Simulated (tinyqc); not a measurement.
Extended Hueckel theory, for CH2, step by step. One step of it, computed by the program tinyqc.

Task: Mulliken analysis. P = C n C^T; charge = valence electrons (H 1, C 4) minus the sum of (P S)_ii on the atom; overlap population = 2 sum P_ij S_ij between two atoms.

coefficients, order 1C 2s, 1C 2px, 1C 2py, 1C 2pz, 2H 1s, 3H 1s:
```
[[0.721964, 0.000000, -0.277874, 0.000000, 0.000000, 1.156643],
 [0.000000, 0.000000, 0.000000, 1.000000, 0.000000, 0.000000],
 [0.000000, 0.522972, 0.000000, 0.000000, 1.205316, 0.000000],
 [-0.017448, 0.000000, 0.912277, 0.000000, 0.000000, 0.622525],
 [0.244572, 0.436061, 0.141217, 0.000000, -0.889871, -0.939148],
 [0.244572, -0.436061, 0.141217, 0.000000, 0.889871, -0.939148]]
```

occupations: [2.000000, 2.000000, 2.000000, 0.000000, 0.000000, 0.000000]

overlap S, order 1C 2s, 1C 2px, 1C 2py, 1C 2pz, 2H 1s, 3H 1s:
```
[[1.000000, 0.000000, 0.000000, 0.000000, 0.493330, 0.493330],
 [0.000000, 1.000000, 0.000000, 0.000000, 0.000000, 0.000000],
 [0.000000, 0.000000, 1.000000, 0.000000, 0.429995, -0.429995],
 [0.000000, 0.000000, 0.000000, 1.000000, 0.239188, 0.239188],
 [0.493330, 0.000000, 0.429995, 0.239188, 1.000000, 0.121054],
 [0.493330, 0.000000, -0.429995, 0.239188, 0.121054, 1.000000]]
```

Give: charges; Overlap populations.

Result:

charges: [-0.1914, 0.0957, 0.0957]

Overlap populations:
```
pair      value
2-1    0.782412
3-1    0.782412
3-2   -0.053453
```
